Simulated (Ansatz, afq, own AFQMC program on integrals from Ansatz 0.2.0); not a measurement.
# GeH₄ + Br, doublet in cc-pVTZ along one coordinate

```xyz
6

Ge   -1.7999    0.0000    0.0000
H    -2.3114    1.4466    0.0000
H    -2.3114   -0.7233    1.2528
H    -2.3114   -0.7233   -1.2528
H    -0.2656    0.0000    0.0000
Br    1.7271    0.0000    0.0000
```

A hydrogen atom is moved from one rigid fragment to the other; the Ge1–H5 distance tells how far. The two fragments are held close together, so this isn't a minimum-energy path and the start is a compressed complex. Energies in kcal/mol count from this geometry (1.534 Å) at the same level; the start stands on UHF, each point on the determinant named.

Basis cc-pVTZ. Only valence electrons are correlated. AFQMC by an in-house program on the Cholesky factors that Ansatz 0.2.0 writes for its CCSD(T) run. ph-AFQMC/CISD is guided by a CISD state made of CCSD amplitudes; releasing the constraint for a short imaginary time cuts its bias at the price of noise, slowly where states lie close. ± is one standard error of the sampling. No spin–orbit coupling.

Cautions, each for one point or more: inner d shell frozen; no relativity below Rb; no spin-orbit coupling.

| r(Ge1–H5) / Å | det. | T1 | weight | ⟨S²⟩ | CCSD(T) | ph-AFQMC/CISD | PBE0 | r2SCAN |
| --- | --- | --- | --- | --- | --- | --- | --- | --- |
| 1.667 | UHF | 0.014 | 0.85 | 0.78 | -0.2 | -0.4 ± 0.2 | -1.3 | -1.5 |
| 1.733 | UHF | 0.014 | 0.85 | 0.78 | 0.2 | 0.0 ± 0.2 | -1.3 | -1.6 |
| 1.799 | UHF | 0.014 | 0.85 | 0.79 | 0.5 | 0.1 ± 0.2 | -1.3 | -1.8 |
| 1.865 | UHF | 0.014 | 0.85 | 0.79 | 0.4 | 0.1 ± 0.2 | -1.5 | -2.0 |
| 1.997 | UHF | 0.012 | 0.85 | 0.77 | -0.7 | -1.1 ± 0.2 | -2.0 | -2.6 |

Weight is that of the determinant in the CISD state; at the start T1 is 0.013 and the weight 0.85, and ⟨S²⟩ is 0.77. Largest departures from phaseless AFQMC with a CISD trial: CCSD(T) 0.4 kcal/mol at 1.799 (on UHF), PBE0 -1.6 kcal/mol at 1.865, r2SCAN -2.1 kcal/mol at 1.865. The walk's constraint bias lies outside its error bars, so these are departures and not errors. Functionals count only at points shown to share the start's state and spin.

Some points may be missing: those where a free walk finds a much lower state, and past Zn most of those on another determinant than at the start.

A walk keeps the symmetry of its determinant, which the program's search chose and which needn't be the lowest solution, so a lower state of the same spin and another symmetry isn't excluded.
